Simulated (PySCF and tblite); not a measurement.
Results of a calculation; reference values are marked as such.
1,3-Butadiene, 2-methyl-, C₅H₈, numbered as in [CH2:1]=[CH:2][C:3](=[CH2:4])[CH3:5].

Search: ETKDG and KDG, MMFF94s, GFN2-xTB, 90 starts; geometries at PBE0-D3(BJ)/def2-SVP. Energies: B3LYP-D3(BJ)/def2-TZVP, with GFN2-xTB thermal terms (modes under about 100 cm⁻¹ blended into free rotors). Symmetry numbers and mirror images are counted. Conformers within 3 kcal/mol (GFN2-xTB free energy) were kept, 8 at most. (PySCF 2.14, tblite 0.8.)

Rotational constants are equilibrium values for the commonest isotopes; dipoles come from the energy level named.

Torsions listed: C1–C2–C3–C5. Of a mirror pair one member is shown.

```tsv
conformer	shape	symmetry
1	0°	Cs
2	146°	C1 (pair)
```

Task: Give the rotational constants and dipole components, as needed to look for these species in a jet-cooled rotational spectrum.

Result: 
```tsv
conformer	A (MHz)	B (MHz)	C (MHz)	abs μa (D)	abs μb (D)	abs μc (D)	κ	Ic−Ia−Ib (u Å²)
1	8555	4172	2854	0.05	0.26	0.00	-0.54	-3.2
2	8847	3908	2844	0.19	0.37	0.01	-0.65	-8.7
```

Task: Which type of transition is strongest for conformer 1?

Result: b-type, since that component is clearly the largest; the top is asymmetric (κ = -0.54).
